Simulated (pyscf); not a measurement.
Thermochemistry of product channels of AsH₃ (SMILES [AsH3]) + GeH₃• (SMILES [GeH3]) on the doublet surface, in kcal/mol, from ωB97M-D3(BJ)/def2-TZVP energies (ideal gas, 1 atm, RRHO with modes under 100 cm⁻¹ raised to 100, one conformer, R ln 2 for chiral ones without a mode under 150 cm⁻¹). Structures and frequencies: ωB97X-D3(BJ)/def2-SVP in PySCF.

| products | ΔE | ΔH(298 K) | ΔG(900 K) | ΔG(1200 K) |
|---|---|---|---|---|
| AsH₂• (SMILES [AsH2]) + H₂ (SMILES [H][H]) + GeH₂ (SMILES [GeH2]) [singlet] | +32.7 | +28.9 | +1.2 | -8.2 |
| H₃Ge–AsH• (SMILES [GeH3][AsH]) + H₂ (SMILES [H][H]) | -13.9 | -14.6 | -13.1 | -13.5 |

The channel to AsH₂• + H₂ + GeH₂ [singlet] turns favourable between 298 and 1200 K (ΔG from +20.1 kcal/mol to -8.2 kcal/mol).

These are energies of the channels, which say nothing of barriers. Elements up to Kr have no core potential and no relativistic terms here.
